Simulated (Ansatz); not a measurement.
# B₂ (singlet): SPW92, PBE over a scan of the distance B1–B2, cc-pVTZ

Aim: run B₂ (singlet) with these functionals over a scan of the distance B1–B2, and hold them against the top wave-function level at the same points.

Method: cc-pVTZ, all electrons in the functionals; program: Ansatz 0.2.0, Gaussian basis.

Plan: SPW92, PBE, at 1.315 Å; 1.507 Å; 1.641 Å; 1.792 Å; 1.981 Å; 2.265 Å; 2.684 Å; 3.031 Å; 3.555 Å; 4.336 Å; 5.481 Å.

2 further runs of the same task are left out: 2 for a known fault of the program.

### 1 What is computed

The geometry derives from a PBE0/def2-TZVP stationary point (not a proven minimum). One bond is set to the value named and the two fragments are kept rigid.

2 atoms, charge 0, spin multiplicity 1.

Atoms are counted from 1 here; the program's logs count them from 0.

Bond lengths: B1–B2 1.641 Å.

No dispersion term is added.

The geometry shown and the zero of energy belong to the point 1.641 Å. The yardstick, FCI, and other wave-function levels (R restricted, U unrestricted, valence and pair active spaces) come from earlier runs.

### 2 SPW92, 1.315 Å

Input file in.yaml:

```yaml
crystal:
  periodic: [false, false, false]
  atoms:
    - {symbol: B, position_ang: [0.000000, 0.000000, 0.000000]}
    - {symbol: B, position_ang: [0.000000, 0.000000, 1.315000]}
basis:
  gaussian: {orbitals: cc-pVTZ}
magnetization: {spin_polarized: true, initial_magnetization: 0}
hamiltonian: {xc: {name: SPW92}}
```

The run is started by

```bash
$ ansatz run in.yaml --threads 1 --pin off --events-out ev --progress --plain --max-ram 4096MiB --backend cpu
```

The log of the run:

```text
Functional definition: SPW92
  name "SPW92"
  cite "Dirac, Proc. Camb. Phil. Soc. 26, 376 (1930) doi:10.1017/S0305004100016108"
  cite "Slater, Phys. Rev. 81, 385 (1951) doi:10.1103/PhysRev.81.385"
  cite "Perdew & Wang, Phys. Rev. B 45, 13244 (1992) doi:10.1103/PhysRevB.45.13244"
  exchange = slater_x
  correlation = pw_c
424 factors; their error is unknown
mean field evaluation 1: about -1318.5676 eV, gradient 3.1e1 eV
mean field evaluation 2: about -1309.6786 eV, gradient 4.1e1 eV
mean field evaluation 4: about -1326.4031 eV, gradient 4.2e0 eV
mean field evaluation 8: about -1326.4705 eV, gradient 2.7e0 eV
mean field evaluation 16: about -1326.5080 eV, gradient 5.2e-6 eV
mean field evaluation 32: about -1327.4994 eV, gradient 4.5e-1 eV
mean field evaluation 64: about -1326.7629 eV, gradient 1.5e-1 eV
mean field evaluation 96: about -1325.7367 eV, gradient 1.0e0 eV
mean field evaluation 128: about -1327.2771 eV, gradient 7.8e-2 eV
mean field evaluation 160: about -1327.0853 eV, gradient 4.7e0 eV
mean field evaluation 192: about -1324.9526 eV, gradient 5.7e-1 eV
mean field evaluation 224: about -1322.1403 eV, gradient 1.7e1 eV
mean field evaluation 256: about -1326.7416 eV, gradient 3.1e-1 eV
mean field -1327.50212675 eV, -48.7848033449 hartree, gradient 1.8e-5 eV, S^2 1.687384; 25 other end points of the search recorded, 0 dependent functions left out
reference -1327.50215276 eV, -48.7848043005 hartree; 5, 5 occupied and 55, 55 virtual orbitals, 424 factors
Total energy: -1327.50215276 eV, -48.7848043005 hartree
```

It took 3 s on 1 thread of AMD EPYC 7R13, shared host.

From the report: ⟨S²⟩ of the determinant 1.687 (pure singlet: 0.00). The determinant is far from a pure spin state, so its energy mixes those of several spin states (harmless only where they are near-degenerate, as at dissociation).

### 3 SPW92, 1.507 Å

Changes to in.yaml since step 2:

```diff
@@ -4,3 +4,3 @@
     - {symbol: B, position_ang: [0.000000, 0.000000, 0.000000]}
-    - {symbol: B, position_ang: [0.000000, 0.000000, 1.315000]}
+    - {symbol: B, position_ang: [0.000000, 0.000000, 1.507000]}
 basis:
```

Same command.

The log of the run (excerpt; [...] marks lines left out):

```text
Functional definition: SPW92
  name "SPW92"
  cite "Dirac, Proc. Camb. Phil. Soc. 26, 376 (1930) doi:10.1017/S0305004100016108"
  cite "Slater, Phys. Rev. 81, 385 (1951) doi:10.1103/PhysRev.81.385"
  cite "Perdew & Wang, Phys. Rev. B 45, 13244 (1992) doi:10.1103/PhysRevB.45.13244"
[...]
424 factors; their error is unknown
[...]
mean field -1328.79108763 eV, -48.8321717835 hartree, gradient 8.7e-6 eV, S^2 1.428769; 20 other end points of the search recorded, 0 dependent functions left out
reference -1328.79111344 eV, -48.8321727321 hartree; 5, 5 occupied and 55, 55 virtual orbitals, 424 factors
Total energy: -1328.79111344 eV, -48.8321727321 hartree
```

It took 2.1 s on 1 thread of AMD EPYC 7R13, shared host.

From the report: ⟨S²⟩ of the determinant 1.429 (pure singlet: 0.00). The determinant is far from a pure spin state, so its energy mixes those of several spin states (harmless only where they are near-degenerate, as at dissociation).

### 4 SPW92, 1.641 Å

Changes to in.yaml since step 3:

```diff
@@ -4,3 +4,3 @@
     - {symbol: B, position_ang: [0.000000, 0.000000, 0.000000]}
-    - {symbol: B, position_ang: [0.000000, 0.000000, 1.507000]}
+    - {symbol: B, position_ang: [0.000000, 0.000000, 1.640578]}
 basis:
```

Launched as before.

The log of the run (excerpt; [...] marks lines left out):

```text
Functional definition: SPW92
  name "SPW92"
  cite "Dirac, Proc. Camb. Phil. Soc. 26, 376 (1930) doi:10.1017/S0305004100016108"
  cite "Slater, Phys. Rev. 81, 385 (1951) doi:10.1103/PhysRev.81.385"
  cite "Perdew & Wang, Phys. Rev. B 45, 13244 (1992) doi:10.1103/PhysRevB.45.13244"
[...]
424 factors; their error is unknown
[...]
mean field -1328.87107887 eV, -48.8351114075 hartree, gradient 1.0e-5 eV, S^2 1.190605; 22 other end points of the search recorded, 0 dependent functions left out
reference -1328.87110445 eV, -48.8351123473 hartree; 5, 5 occupied and 55, 55 virtual orbitals, 424 factors
Total energy: -1328.87110445 eV, -48.8351123473 hartree
```

Run time: 2.5 s. Hardware: 1 thread of AMD EPYC 7R13, shared host.

From the report: ⟨S²⟩ of the determinant 1.191 (pure singlet: 0.00). The determinant is far from a pure spin state, so its energy mixes those of several spin states (harmless only where they are near-degenerate, as at dissociation).

### 5 SPW92, 1.792 Å

Changes to in.yaml since step 4:

```diff
@@ -4,3 +4,3 @@
     - {symbol: B, position_ang: [0.000000, 0.000000, 0.000000]}
-    - {symbol: B, position_ang: [0.000000, 0.000000, 1.640578]}
+    - {symbol: B, position_ang: [0.000000, 0.000000, 1.792000]}
 basis:
```

The command is unchanged.

The log of the run (excerpt; [...] marks lines left out):

```text
Functional definition: SPW92
  name "SPW92"
  cite "Dirac, Proc. Camb. Phil. Soc. 26, 376 (1930) doi:10.1017/S0305004100016108"
  cite "Slater, Phys. Rev. 81, 385 (1951) doi:10.1103/PhysRev.81.385"
  cite "Perdew & Wang, Phys. Rev. B 45, 13244 (1992) doi:10.1103/PhysRevB.45.13244"
[...]
424 factors; their error is unknown
[...]
mean field -1328.61463401 eV, -48.8256872325 hartree, gradient 1.1e-6 eV, S^2 1.002158; 16 other end points of the search recorded, 0 dependent functions left out
reference -1328.61465907 eV, -48.8256881535 hartree; 5, 5 occupied and 55, 55 virtual orbitals, 424 factors
Total energy: -1328.61465907 eV, -48.8256881535 hartree
```

It took 2.4 s on 1 thread of AMD EPYC 7R13, shared host.

From the report: ⟨S²⟩ of the determinant 1.002 (pure singlet: 0.00). The determinant is far from a pure spin state, so its energy mixes those of several spin states (harmless only where they are near-degenerate, as at dissociation).

From 1.641 Å: +24.7 kJ/mol.

### 6 SPW92, 1.981 Å

Changes to in.yaml since step 5:

```diff
@@ -4,3 +4,3 @@
     - {symbol: B, position_ang: [0.000000, 0.000000, 0.000000]}
-    - {symbol: B, position_ang: [0.000000, 0.000000, 1.792000]}
+    - {symbol: B, position_ang: [0.000000, 0.000000, 1.981000]}
 basis:
```

Launched as before.

The log of the run (excerpt; [...] marks lines left out):

```text
Functional definition: SPW92
  name "SPW92"
  cite "Dirac, Proc. Camb. Phil. Soc. 26, 376 (1930) doi:10.1017/S0305004100016108"
  cite "Slater, Phys. Rev. 81, 385 (1951) doi:10.1103/PhysRev.81.385"
  cite "Perdew & Wang, Phys. Rev. B 45, 13244 (1992) doi:10.1103/PhysRevB.45.13244"
[...]
424 factors; their error is unknown
[...]
mean field -1328.16070385 eV, -48.8090056067 hartree, gradient 3.8e-6 eV, S^2 1.006279; 18 other end points of the search recorded, 0 dependent functions left out
reference -1328.16072962 eV, -48.8090065537 hartree; 5, 5 occupied and 55, 55 virtual orbitals, 424 factors
Total energy: -1328.16072962 eV, -48.8090065537 hartree
```

Wall time 3.1 s (1 thread of AMD EPYC 7R13, shared host).

From the report: ⟨S²⟩ of the determinant 1.006 (pure singlet: 0.00). The determinant is far from a pure spin state, so its energy mixes those of several spin states (harmless only where they are near-degenerate, as at dissociation).

From 1.641 Å: +68.5 kJ/mol.

### 7 SPW92, 2.265 Å

Changes to in.yaml since step 6:

```diff
@@ -4,3 +4,3 @@
     - {symbol: B, position_ang: [0.000000, 0.000000, 0.000000]}
-    - {symbol: B, position_ang: [0.000000, 0.000000, 1.981000]}
+    - {symbol: B, position_ang: [0.000000, 0.000000, 2.265000]}
 basis:
```

The command is unchanged.

The log of the run (excerpt; [...] marks lines left out):

```text
Functional definition: SPW92
  name "SPW92"
  cite "Dirac, Proc. Camb. Phil. Soc. 26, 376 (1930) doi:10.1017/S0305004100016108"
  cite "Slater, Phys. Rev. 81, 385 (1951) doi:10.1103/PhysRev.81.385"
  cite "Perdew & Wang, Phys. Rev. B 45, 13244 (1992) doi:10.1103/PhysRevB.45.13244"
[...]
424 factors; their error is unknown
[...]
mean field -1327.60766966 eV, -48.7886819753 hartree, gradient 8.1e-6 eV, S^2 0.981219; 19 other end points of the search recorded, 0 dependent functions left out
reference -1327.60769526 eV, -48.7886829158 hartree; 5, 5 occupied and 55, 55 virtual orbitals, 424 factors
Total energy: -1327.60769526 eV, -48.7886829158 hartree
```

Wall time 2.4 s (1 thread of AMD EPYC 7R13, shared host).

From the report: ⟨S²⟩ of the determinant 0.981 (pure singlet: 0.00). The determinant is far from a pure spin state, so its energy mixes those of several spin states (harmless only where they are near-degenerate, as at dissociation).

From 1.641 Å: +121.9 kJ/mol.

### 8 SPW92, 2.684 Å

Changes to in.yaml since step 7:

```diff
@@ -4,3 +4,3 @@
     - {symbol: B, position_ang: [0.000000, 0.000000, 0.000000]}
-    - {symbol: B, position_ang: [0.000000, 0.000000, 2.265000]}
+    - {symbol: B, position_ang: [0.000000, 0.000000, 2.684000]}
 basis:
```

Launched as before.

The log of the run (excerpt; [...] marks lines left out):

```text
Functional definition: SPW92
  name "SPW92"
  cite "Dirac, Proc. Camb. Phil. Soc. 26, 376 (1930) doi:10.1017/S0305004100016108"
  cite "Slater, Phys. Rev. 81, 385 (1951) doi:10.1103/PhysRev.81.385"
  cite "Perdew & Wang, Phys. Rev. B 45, 13244 (1992) doi:10.1103/PhysRevB.45.13244"
[...]
424 factors; their error is unknown
[...]
mean field -1326.88927739 eV, -48.7622815461 hartree, gradient 5.0e-6 eV, S^2 0.849974; 21 other end points of the search recorded, 0 dependent functions left out
reference -1326.88930363 eV, -48.7622825106 hartree; 5, 5 occupied and 55, 55 virtual orbitals, 424 factors
Total energy: -1326.88930363 eV, -48.7622825106 hartree
```

Wall time 2.5 s (1 thread of AMD EPYC 7R13, shared host).

From the report: ⟨S²⟩ of the determinant 0.850 (pure singlet: 0.00). The determinant is far from a pure spin state, so its energy mixes those of several spin states (harmless only where they are near-degenerate, as at dissociation).

From 1.641 Å: +191.2 kJ/mol.

### 9 SPW92, 3.031 Å

Changes to in.yaml since step 8:

```diff
@@ -4,3 +4,3 @@
     - {symbol: B, position_ang: [0.000000, 0.000000, 0.000000]}
-    - {symbol: B, position_ang: [0.000000, 0.000000, 2.684000]}
+    - {symbol: B, position_ang: [0.000000, 0.000000, 3.031000]}
 basis:
```

Launched as before.

The log of the run (excerpt; [...] marks lines left out):

```text
Functional definition: SPW92
  name "SPW92"
  cite "Dirac, Proc. Camb. Phil. Soc. 26, 376 (1930) doi:10.1017/S0305004100016108"
  cite "Slater, Phys. Rev. 81, 385 (1951) doi:10.1103/PhysRev.81.385"
  cite "Perdew & Wang, Phys. Rev. B 45, 13244 (1992) doi:10.1103/PhysRevB.45.13244"
[...]
424 factors; their error is unknown
[...]
mean field -1326.40596266 eV, -48.7445200576 hartree, gradient 9.6e-6 eV, S^2 0.807896; 25 other end points of the search recorded, 0 dependent functions left out
reference -1326.40598988 eV, -48.7445210580 hartree; 5, 5 occupied and 55, 55 virtual orbitals, 424 factors
Total energy: -1326.40598988 eV, -48.7445210580 hartree
```

Run time: 2.3 s. Hardware: 1 thread of AMD EPYC 7R13, shared host.

From the report: ⟨S²⟩ of the determinant 0.808 (pure singlet: 0.00). The determinant is far from a pure spin state, so its energy mixes those of several spin states (harmless only where they are near-degenerate, as at dissociation).

From 1.641 Å: +237.8 kJ/mol.

### 10 SPW92, 3.555 Å

Changes to in.yaml since step 9:

```diff
@@ -4,3 +4,3 @@
     - {symbol: B, position_ang: [0.000000, 0.000000, 0.000000]}
-    - {symbol: B, position_ang: [0.000000, 0.000000, 3.031000]}
+    - {symbol: B, position_ang: [0.000000, 0.000000, 3.555000]}
 basis:
```

Launched as before.

The log of the run (excerpt; [...] marks lines left out):

```text
Functional definition: SPW92
  name "SPW92"
  cite "Dirac, Proc. Camb. Phil. Soc. 26, 376 (1930) doi:10.1017/S0305004100016108"
  cite "Slater, Phys. Rev. 81, 385 (1951) doi:10.1103/PhysRev.81.385"
  cite "Perdew & Wang, Phys. Rev. B 45, 13244 (1992) doi:10.1103/PhysRevB.45.13244"
[...]
424 factors; their error is unknown
[...]
mean field -1325.85793367 eV, -48.7243803637 hartree, gradient 1.0e-6 eV, S^2 0.851555; 25 other end points of the search recorded, 0 dependent functions left out
reference -1325.85796176 eV, -48.7243813960 hartree; 5, 5 occupied and 55, 55 virtual orbitals, 424 factors
Total energy: -1325.85796176 eV, -48.7243813960 hartree
```

It took 2.9 s on 1 thread of AMD EPYC 7R13, shared host.

From the report: ⟨S²⟩ of the determinant 0.852 (pure singlet: 0.00). The determinant is far from a pure spin state, so its energy mixes those of several spin states (harmless only where they are near-degenerate, as at dissociation).

From 1.641 Å: +290.7 kJ/mol.

### 11 SPW92, 4.336 Å

Changes to in.yaml since step 10:

```diff
@@ -4,3 +4,3 @@
     - {symbol: B, position_ang: [0.000000, 0.000000, 0.000000]}
-    - {symbol: B, position_ang: [0.000000, 0.000000, 3.555000]}
+    - {symbol: B, position_ang: [0.000000, 0.000000, 4.336000]}
 basis:
```

Same command.

The log of the run (excerpt; [...] marks lines left out):

```text
Functional definition: SPW92
  name "SPW92"
  cite "Dirac, Proc. Camb. Phil. Soc. 26, 376 (1930) doi:10.1017/S0305004100016108"
  cite "Slater, Phys. Rev. 81, 385 (1951) doi:10.1103/PhysRev.81.385"
  cite "Perdew & Wang, Phys. Rev. B 45, 13244 (1992) doi:10.1103/PhysRevB.45.13244"
[...]
424 factors; their error is unknown
[...]
mean field -1325.47721148 eV, -48.7103890812 hartree, gradient 2.8e-6 eV, S^2 0.957517; 28 other end points of the search recorded, 0 dependent functions left out
reference -1325.47724265 eV, -48.7103902266 hartree; 5, 5 occupied and 55, 55 virtual orbitals, 424 factors
Total energy: -1325.47724265 eV, -48.7103902266 hartree
```

Wall time 4.2 s (1 thread of AMD EPYC 7R13, shared host).

From the report: ⟨S²⟩ of the determinant 0.958 (pure singlet: 0.00). The determinant is far from a pure spin state, so its energy mixes those of several spin states (harmless only where they are near-degenerate, as at dissociation).

From 1.641 Å: +327.5 kJ/mol.

### 12 SPW92, 5.481 Å

Changes to in.yaml since step 11:

```diff
@@ -4,3 +4,3 @@
     - {symbol: B, position_ang: [0.000000, 0.000000, 0.000000]}
-    - {symbol: B, position_ang: [0.000000, 0.000000, 4.336000]}
+    - {symbol: B, position_ang: [0.000000, 0.000000, 5.481000]}
 basis:
```

Same command.

The log of the run (excerpt; [...] marks lines left out):

```text
Functional definition: SPW92
  name "SPW92"
  cite "Dirac, Proc. Camb. Phil. Soc. 26, 376 (1930) doi:10.1017/S0305004100016108"
  cite "Slater, Phys. Rev. 81, 385 (1951) doi:10.1103/PhysRev.81.385"
  cite "Perdew & Wang, Phys. Rev. B 45, 13244 (1992) doi:10.1103/PhysRevB.45.13244"
[...]
424 factors; their error is unknown
[...]
mean field -1325.37472931 eV, -48.7066229310 hartree, gradient 8.0e-6 eV, S^2 0.998697; 38 other end points of the search recorded, 0 dependent functions left out
reference -1325.37476577 eV, -48.7066242706 hartree; 5, 5 occupied and 55, 55 virtual orbitals, 424 factors
Total energy: -1325.37476577 eV, -48.7066242706 hartree
```

Run time: 7.5 s. Hardware: 1 thread of AMD EPYC 7R13, shared host.

From the report: ⟨S²⟩ of the determinant 0.999 (pure singlet: 0.00). The determinant is far from a pure spin state, so its energy mixes those of several spin states (harmless only where they are near-degenerate, as at dissociation).

From 1.641 Å: +337.3 kJ/mol.

### 13 PBE, 1.315 Å

Input file in.yaml:

```yaml
crystal:
  periodic: [false, false, false]
  atoms:
    - {symbol: B, position_ang: [0.000000, 0.000000, 0.000000]}
    - {symbol: B, position_ang: [0.000000, 0.000000, 1.315000]}
basis:
  gaussian: {orbitals: cc-pVTZ}
magnetization: {spin_polarized: true, initial_magnetization: 0}
hamiltonian: {xc: {name: PBE}}
output: {orbitals: {seedname: orbitals}}
```

Same command.

The log of the run (excerpt; [...] marks lines left out):

```text
Functional definition: PBE
  name "PBE"
  cite "Perdew, Burke & Ernzerhof, Phys. Rev. Lett. 77, 3865 (1996) doi:10.1103/PhysRevLett.77.3865"
  parent pbe
[...]
424 factors; their error is unknown
[...]
mean field -1341.18041786 eV, -49.2874712715 hartree, gradient 1.9e-5 eV, S^2 1.766376; 15 other end points of the search recorded, 0 dependent functions left out
reference -1341.18044844 eV, -49.2874723953 hartree; 5, 5 occupied and 55, 55 virtual orbitals, 424 factors
Total energy: -1341.18044844 eV, -49.2874723953 hartree
```

Run time: 8 s. Hardware: 1 thread of AMD EPYC 7R13, shared host.

From the report: ⟨S²⟩ of the determinant 1.766 (pure singlet: 0.00). The determinant is far from a pure spin state, so its energy mixes those of several spin states (harmless only where they are near-degenerate, as at dissociation).

### 14 PBE, 1.507 Å

Changes to in.yaml since step 13:

```diff
@@ -4,3 +4,3 @@
     - {symbol: B, position_ang: [0.000000, 0.000000, 0.000000]}
-    - {symbol: B, position_ang: [0.000000, 0.000000, 1.315000]}
+    - {symbol: B, position_ang: [0.000000, 0.000000, 1.507000]}
 basis:
```

Same command.

The log of the run (excerpt; [...] marks lines left out):

```text
Functional definition: PBE
  name "PBE"
  cite "Perdew, Burke & Ernzerhof, Phys. Rev. Lett. 77, 3865 (1996) doi:10.1103/PhysRevLett.77.3865"
  parent pbe
[...]
424 factors; their error is unknown
[...]
mean field -1342.47811613 eV, -49.3351608035 hartree, gradient 2.0e-5 eV, S^2 1.587680; 13 other end points of the search recorded, 0 dependent functions left out
reference -1342.47814638 eV, -49.3351619150 hartree; 5, 5 occupied and 55, 55 virtual orbitals, 424 factors
Total energy: -1342.47814638 eV, -49.3351619150 hartree
```

It took 4.1 s on 1 thread of AMD EPYC 7R13, shared host.

From the report: ⟨S²⟩ of the determinant 1.588 (pure singlet: 0.00). The determinant is far from a pure spin state, so its energy mixes those of several spin states (harmless only where they are near-degenerate, as at dissociation).

### 15 PBE, 1.641 Å

Changes to in.yaml since step 14:

```diff
@@ -4,3 +4,3 @@
     - {symbol: B, position_ang: [0.000000, 0.000000, 0.000000]}
-    - {symbol: B, position_ang: [0.000000, 0.000000, 1.507000]}
+    - {symbol: B, position_ang: [0.000000, 0.000000, 1.640578]}
 basis:
```

Launched as before.

The log of the run (excerpt; [...] marks lines left out):

```text
Functional definition: PBE
  name "PBE"
  cite "Perdew, Burke & Ernzerhof, Phys. Rev. Lett. 77, 3865 (1996) doi:10.1103/PhysRevLett.77.3865"
  parent pbe
[...]
424 factors; their error is unknown
[...]
mean field -1342.54720450 eV, -49.3376997544 hartree, gradient 7.0e-6 eV, S^2 1.423722; 19 other end points of the search recorded, 0 dependent functions left out
reference -1342.54723443 eV, -49.3377008542 hartree; 5, 5 occupied and 55, 55 virtual orbitals, 424 factors
Total energy: -1342.54723443 eV, -49.3377008542 hartree
```

It took 4.5 s on 1 thread of AMD EPYC 7R13, shared host.

From the report: ⟨S²⟩ of the determinant 1.424 (pure singlet: 0.00). The determinant is far from a pure spin state, so its energy mixes those of several spin states (harmless only where they are near-degenerate, as at dissociation).

### 16 PBE, 1.792 Å

Changes to in.yaml since step 15:

```diff
@@ -4,3 +4,3 @@
     - {symbol: B, position_ang: [0.000000, 0.000000, 0.000000]}
-    - {symbol: B, position_ang: [0.000000, 0.000000, 1.640578]}
+    - {symbol: B, position_ang: [0.000000, 0.000000, 1.792000]}
 basis:
```

The command is unchanged.

The log of the run (excerpt; [...] marks lines left out):

```text
Functional definition: PBE
  name "PBE"
  cite "Perdew, Burke & Ernzerhof, Phys. Rev. Lett. 77, 3865 (1996) doi:10.1103/PhysRevLett.77.3865"
  parent pbe
[...]
424 factors; their error is unknown
[...]
mean field -1342.26912698 eV, -49.3274805938 hartree, gradient 6.8e-6 eV, S^2 1.182799; 19 other end points of the search recorded, 0 dependent functions left out
reference -1342.26915609 eV, -49.3274816635 hartree; 5, 5 occupied and 55, 55 virtual orbitals, 424 factors
Total energy: -1342.26915609 eV, -49.3274816635 hartree
```

It took 7 s on 1 thread of AMD EPYC 7R13, shared host.

From the report: ⟨S²⟩ of the determinant 1.183 (pure singlet: 0.00). The determinant is far from a pure spin state, so its energy mixes those of several spin states (harmless only where they are near-degenerate, as at dissociation).

From 1.641 Å: +26.8 kJ/mol.

### 17 PBE, 1.981 Å

Changes to in.yaml since step 16:

```diff
@@ -4,3 +4,3 @@
     - {symbol: B, position_ang: [0.000000, 0.000000, 0.000000]}
-    - {symbol: B, position_ang: [0.000000, 0.000000, 1.792000]}
+    - {symbol: B, position_ang: [0.000000, 0.000000, 1.981000]}
 basis:
```

The command is unchanged.

The log of the run (excerpt; [...] marks lines left out):

```text
Functional definition: PBE
  name "PBE"
  cite "Perdew, Burke & Ernzerhof, Phys. Rev. Lett. 77, 3865 (1996) doi:10.1103/PhysRevLett.77.3865"
  parent pbe
[...]
424 factors; their error is unknown
[...]
mean field -1341.90487204 eV, -49.3140944717 hartree, gradient 8.6e-6 eV, S^2 1.056609; 22 other end points of the search recorded, 0 dependent functions left out
reference -1341.90490198 eV, -49.3140955720 hartree; 5, 5 occupied and 55, 55 virtual orbitals, 424 factors
Total energy: -1341.90490198 eV, -49.3140955720 hartree
```

Run time: 6 s. Hardware: 1 thread of AMD EPYC 7R13, shared host.

From the report: ⟨S²⟩ of the determinant 1.057 (pure singlet: 0.00). The determinant is far from a pure spin state, so its energy mixes those of several spin states (harmless only where they are near-degenerate, as at dissociation).

From 1.641 Å: +62.0 kJ/mol.

[end of part 1 of 2]
